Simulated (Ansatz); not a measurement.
`[AlH]1[SiH2][PH]1`. Total charge 0; spin multiplicity 1. All single points use the PBE0-D4/def2-TZVP geometry.

```xyz
7

Al    0.292   -0.030   -1.343
Si   -0.219    0.784    0.785
P    -0.798   -1.387    0.182
H     0.984   -0.104   -2.758
H     0.628    0.949    1.996
H    -1.491    1.537    0.938
H     0.604   -1.749    0.199
```

Problem. What is the dipole moment at B3LYP/def2-TZVPP? (An estimate is asked.)

Solution. The calculation gave: 1.59 D, with components (0.83, 0.72, -1.15) D in this frame, pointing from negative to positive charge.

Problem. And with PBE, r2SCAN, ωB97M-V? (Best estimate.)

Solution. The calculation gave: PBE 1.43 D, r2SCAN 1.55 D, ωB97M-V 1.70 D.

Problem. Give the Mulliken charges with B3LYP, PBE, ωB97M-V in def2-TZVPP. (Estimate.)

Solution. Ansatz gave: 
```json
{"atom": "Al1", "B3LYP": "0.30", "PBE": "0.27", "ωB97M-V": "0.26"}
{"atom": "Si2", "B3LYP": "0.09", "PBE": "0.03", "ωB97M-V": "0.02"}
{"atom": "P3", "B3LYP": "-0.22", "PBE": "-0.20", "ωB97M-V": "-0.24"}
{"atom": "H4", "B3LYP": "-0.08", "PBE": "-0.06", "ωB97M-V": "-0.06"}
{"atom": "H5", "B3LYP": "-0.06", "PBE": "-0.04", "ωB97M-V": "-0.02"}
{"atom": "H6", "B3LYP": "-0.06", "PBE": "-0.04", "ωB97M-V": "-0.02"}
{"atom": "H7", "B3LYP": "0.02", "PBE": "0.05", "ωB97M-V": "0.05"}
```

B3LYP here is the variant with VWN-RPA as its local correlation; programs differ in this.
